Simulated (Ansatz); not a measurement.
# SiNH4−: single points off equilibrium

An exercise on one series of results from a longer session: the logs are not shown, and one member is left open.

The runs use Ansatz 0.2.0, Gaussian basis; single points in def2-TZVPPD.

Cores are frozen in the correlated methods.

## The system as given

SMILES `N[SiH2-]`, 6 atoms, charge -1, spin multiplicity 1.

Atoms are counted from 1 here; the program's logs count them from 0.

Bond lengths: N1–Si2 1.839 Å, N1–H3 1.124 Å, N1–H4 0.980 Å, Si2–H5 1.486 Å, Si2–H6 1.603 Å. Angles: Si2–N1–H3 104.0°, Si2–N1–H4 105.3°, H3–N1–H4 107.3°, N1–Si2–H5 97.4°, N1–Si2–H6 94.8°, H5–Si2–H6 107.2°.

Geometry (Å):

```xyz
6

N    -0.2182   -0.8383   -0.0810
Si    0.4668    0.8375    0.2420
H     0.6735   -1.4372   -0.4117
H    -0.4909   -1.1802    0.7958
H     0.7402    1.2070   -1.1706
H    -0.9461    1.4849    0.6357
```

Set-up of the first run:

run/in.yaml

```yaml
crystal:
  periodic: [false, false, false]
  atoms:
    - {symbol: N, position_ang: [-0.218200, -0.838300, -0.081000]}
    - {symbol: Si, position_ang: [0.466800, 0.837500, 0.242000]}
    - {symbol: H, position_ang: [0.673500, -1.437200, -0.411700]}
    - {symbol: H, position_ang: [-0.490900, -1.180200, 0.795800]}
    - {symbol: H, position_ang: [0.740200, 1.207000, -1.170600]}
    - {symbol: H, position_ang: [-0.946100, 1.484900, 0.635700]}
basis:
  gaussian: {orbitals: "def2-TZVPPD.json"}
total_charge: -1
correlation: {method: ccsd_t}
output: {forces: true}
```

The basis file named in the input lies beside it (Basis Set Exchange, JSON).

No record of the launch command was kept for these runs.

Among the steps run: CCSD(T)/def2-TZVPPD; PBE0-D4/def2-TZVPPD; wB97M-V/def2-TZVPPD; r2SCAN-D4/def2-TZVPPD; PBE-D4/def2-TZVPPD; SPW92/def2-TZVPPD; r2SCAN0-D4/def2-TZVPPD.

One table of the session follows, with a row left open; its other results are not shown here.

```
    method  RMS force component (eV/Å)  angle to CCSD(T) forces (°)
   CCSD(T)                       1.391                    reference
   PBE0-D4                       1.414                          3.5
   wB97M-V                       1.400                          2.9
 r2SCAN-D4                       1.392                          2.0
    PBE-D4                           ?                            ?
     SPW92                       1.399                          7.6
r2SCAN0-D4                       1.420                          6.5
```

Q: Estimate the row for PBE-D4 from the others.

**Answer.** RMS force component (eV/Å): 1.395; angle to CCSD(T) forces (°): 5.9. In the column «RMS force component (eV/Å)» it lies between r2SCAN-D4 (1.392) and SPW92 (1.399).

Caveats from the session: The anion's highest level is positive in at least one run, so there the basis alone may hold the extra electron.
